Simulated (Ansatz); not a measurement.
Geometry optimisation, RKS r2SCAN/6-31G in Ansatz.

Input:

```yaml
crystal:
  periodic: [false, false, false]
  atoms:
    - { symbol: Al, position_ang: [-0.2945, -1.3363, 0.0898] }
    - { symbol: Si, position_ang: [0.2481, 0.9856, -0.0673] }
    - { symbol: H, position_ang: [0.6911, -2.3615, 0.578] }
    - { symbol: H, position_ang: [-1.7375, -1.75, -0.3419] }
    - { symbol: H, position_ang: [0.1157, 1.436, -1.4757] }
    - { symbol: H, position_ang: [-0.6342, 1.797, 0.7978] }
    - { symbol: H, position_ang: [1.15633, -1.46088, 0.59097] }
basis:
  gaussian: { orbitals: "6-31G" }
hamiltonian:
  xc: r2scan
relax:
  f_tol: 0.02
  max_steps: 50
```

Command:

```bash
$ ansatz run input.yaml --threads 1 --pin off --max-ram 2048MiB --backend cpu --events-out ev --progress --plain --runs-dir out
```

Problem. Where does it end, and by what steps?

Solution. The run converged. The force dipped under the threshold on the way, but the program's further checks kept it going. Limits of this set-up: no polarisation functions. After 45 steps the energy has fallen by 3.678 eV; H6 moved furthest, 1.42 Å. Parted: Al1–H3, Al1–H7. Joined: H3–H7.

```json
{"step": "0", "energy less start (eV)": "0.0000", "largest force component (eV/Å)": "5.090", "accepted": "yes"}
{"step": "2", "energy less start (eV)": "-2.0103", "largest force component (eV/Å)": "1.558", "accepted": "yes"}
{"step": "4", "energy less start (eV)": "-2.9585", "largest force component (eV/Å)": "1.911", "accepted": "yes"}
{"step": "6", "energy less start (eV)": "-3.3537", "largest force component (eV/Å)": "0.399", "accepted": "yes"}
{"step": "8", "energy less start (eV)": "-3.5162", "largest force component (eV/Å)": "0.173", "accepted": "yes"}
{"step": "10", "energy less start (eV)": "-3.6088", "largest force component (eV/Å)": "0.160", "accepted": "yes"}
{"step": "12", "energy less start (eV)": "-3.6246", "largest force component (eV/Å)": "0.351", "accepted": "yes"}
{"step": "14", "energy less start (eV)": "-3.6307", "largest force component (eV/Å)": "0.073", "accepted": "no"}
{"step": "16", "energy less start (eV)": "-3.6352", "largest force component (eV/Å)": "0.070", "accepted": "yes"}
{"step": "18", "energy less start (eV)": "-3.6363", "largest force component (eV/Å)": "0.064", "accepted": "yes"}
{"step": "20", "energy less start (eV)": "-3.5701", "largest force component (eV/Å)": "1.743", "accepted": "no"}
{"step": "22", "energy less start (eV)": "-3.6371", "largest force component (eV/Å)": "0.053", "accepted": "yes"}
{"step": "24", "energy less start (eV)": "-3.6379", "largest force component (eV/Å)": "0.006", "accepted": "yes"}
{"step": "26", "energy less start (eV)": "-3.6324", "largest force component (eV/Å)": "0.575", "accepted": "no"}
{"step": "28", "energy less start (eV)": "-3.6383", "largest force component (eV/Å)": "0.011", "accepted": "yes"}
{"step": "30", "energy less start (eV)": "-3.6392", "largest force component (eV/Å)": "0.194", "accepted": "yes"}
{"step": "32", "energy less start (eV)": "-3.6409", "largest force component (eV/Å)": "0.035", "accepted": "yes"}
{"step": "34", "energy less start (eV)": "-3.6450", "largest force component (eV/Å)": "0.255", "accepted": "yes"}
{"step": "36", "energy less start (eV)": "-3.6541", "largest force component (eV/Å)": "0.208", "accepted": "yes"}
{"step": "38", "energy less start (eV)": "-3.6678", "largest force component (eV/Å)": "0.199", "accepted": "yes"}
{"step": "40", "energy less start (eV)": "-3.6736", "largest force component (eV/Å)": "0.099", "accepted": "yes"}
{"step": "42", "energy less start (eV)": "-3.6757", "largest force component (eV/Å)": "0.030", "accepted": "yes"}
{"step": "44", "energy less start (eV)": "-3.6767", "largest force component (eV/Å)": "0.141", "accepted": "yes"}
{"step": "45", "energy less start (eV)": "-3.6777", "largest force component (eV/Å)": "0.012", "accepted": "yes"}
```

```xyz
7
Properties=species:S:1:pos:R:3
Al -1.142 -0.885 -0.340
Si 0.205 1.032 -0.598
H 0.696 -2.241 1.278
H -1.412 -2.379 -0.899
H -0.705 2.202 -0.956
H 0.729 1.397 0.788
H 1.175 -1.815 0.898
```

Time of the run: 96 s on 1 thread of Arm Neoverse V1, with other jobs on the host, peak memory 0.12 GiB.
